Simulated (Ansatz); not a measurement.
# Property card for K$_{2}$NiO$_{2}$

All numbers below come from DFT PBEsol, scalar-relativistic, plane waves, PAW in Ansatz.

Plane waves to 420 eV, a k mesh through Γ of 10×10×10 on the computed 5-atom cell and Gaussian smearing (0.02 eV); collinear spin from starting moments 0 0 1.29 0.34 0.34 μB.

The structure is relaxed at this level of theory with its symmetry kept. Whether it is the stable form of this composition wasn't checked.

```
K Ni O
1.0
    -1.95844    1.95844    6.30851
     1.95844   -1.95844    6.30851
     1.95844    1.95844   -6.30851
K Ni O
2 1 2
Direct
  0.65251 0.65251 0.00000
  0.34749 0.34749 0.00000
  0.00000 0.00000 0.00000
  0.86662 0.86662 0.00000
  0.13338 0.13338 0.00000
```

(1) Formation energy from the elements' standard states (uncorrected)?

(2) Kohn–Sham band gap?

(3) Löwdin character of the top 1 eV of the valence band?

(4) Löwdin character of the lowest 1 eV of the conduction band?

(5) Electron masses at the edge by Cartesian direction of the standard setting (m_e; degenerate bands sorted by energy; no spin-orbit coupling)?

(6) Hole masses at the edge by Cartesian direction of the standard setting (m_e; degenerate bands sorted by energy; no spin-orbit coupling)?

(7) Bader charges (e)?

(8) Total moment?

(9) Site moments (μB; atoms counted from 1 over the whole cell)?

Only this magnetic start was tried.

Answers

(1) -1.148 eV/atom.

(2) 0.70 eV, indirect from P to (0.240, -0.250, 0.250) (the valley at (-0.235, 0.235, 0.235) lies within 0.03 eV, so the order isn't resolved).

(3) Ni 3d 64 %, O 2p 29 %.

(4) Ni 3d 55 %, O 2p 41 % (semilocal functionals without a Hubbard U place empty 3d levels too low).

(5) x: 5.7; y: 3.9; z: over 30.

(6) x: 0.91; y: 0.91; z: over 30.

(7) K (2 in the cell) 0.81, Ni (1 in the cell) 0.58, O (2 in the cell) -1.10.

(8) 2.00 μB per cell.

(9) Ni (atom 3) 1.17, O (atom 4) 0.31, O (atom 5) 0.31.

Cost: 3 runs of about 4.8 core-minutes in all, on Arm Neoverse V1 (shared hosts).